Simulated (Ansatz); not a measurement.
**fcc Au**

Computed with PBEsol in Ansatz (plane waves, PAW).

Numerical settings: plane-wave cutoff 500 eV, 16×16×1 k mesh (along the axes of the cell as run), Fermi–Dirac smearing 0.1 eV, scalar-relativistic PAW data made under PBE.

Cell: relaxed at this level.

| Item | Value |
|---|---|
| surface energy of the (210) face | 1.26 J/m² |
| work function of the (210) face | 5.07 eV |

The slab of 20 atoms is relaxed and unreconstructed.

Spin–orbit coupling is not included; it can shift volumes and moduli of such heavy elements.

Static lattice: no zero-point or thermal effects.

Ansatz is a program for electronic structure.
